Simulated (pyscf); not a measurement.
Single points on ωB97X-D3(BJ)/def2-SVP structures (PySCF, gas phase). Correlated levels are frozen-core, on RHF or UHF. ΔMP2 is the change of the MP2 total energy from the triple- to the quadruple-zeta basis.

**Question.** For B–Cl [singlet] + HF -> F–BH–Cl, an insertion (singlet surface; F–H broken, B–F, B–H formed), PBE/def2-TZVP gives ΔE‡ = -0.2 kcal/mol and ΔE = -101.9 kcal/mol (zero: the separated reactants). In which direction and how far do r²SCAN/def2-TZVP, M06-2X/def2-TZVP, CCSD(T)/def2-TZVPP + ΔMP2(QZVPP) move these?

**Answer.** r²SCAN: ΔE‡ = 2.2 kcal/mol, ΔE = -105.6 kcal/mol; M06-2X: ΔE‡ = 11.6 kcal/mol, ΔE = -102.4 kcal/mol; CCSD(T): ΔE‡ = 15.1 kcal/mol, ΔE = -94.6 kcal/mol. PBE's barrier lies under all of them, by 2.4 to 15.4 kcal/mol. Its reaction energy lies among theirs. Low barriers are usual for a GGA, whose delocalisation error favours stretched bonds. On the reactant side the descent ends in a bound adduct, 8.1 kcal/mol under the separated species and 17.2 kcal/mol under the saddle at ωB97X-D3(BJ)/def2-TZVP. At PBE the saddle lies under the separated reactants, which points to a path from their complex (located at ωB97X-D3(BJ) alone). At ωB97X-D3(BJ) the barrier from the zero used here is 9.1 kcal/mol. One saddle was located; it need not be the lowest between these sides. The CCSD(T) − MP2 part came from Ansatz, without density fitting, on the same reference.
